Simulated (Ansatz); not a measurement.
Take TiC in the rock salt structure (space group Fm-3m, No. 225; a = 4.293 Å) as the base.

Level of theory: PBEsol (Ansatz, a quantum-chemistry and plane-wave program; PAW; 420 eV plane waves; without spin-orbit coupling), earlier PAW set.

One thing is altered: Hf takes the place of Ti on all its sites; the structure is relaxed again.

Measured lattice parameter a: TiC 4.33 Å (temperature not stated; as listed in Guo-Xu Zhang et al., New Journal of Physics (2018)); HfC 4.638 Å (temperature not stated; as listed in Guo-Xu Zhang et al., New Journal of Physics (2018)).

Question: How well does PBEsol reproduce the measured shift?

Answer: With PBEsol the lattice parameter a moves by +0.314 Å (4.293 → 4.607) against +0.308 Å measured.

Whether these cells are dynamically stable was not tested. The final runs are not spin-polarised.
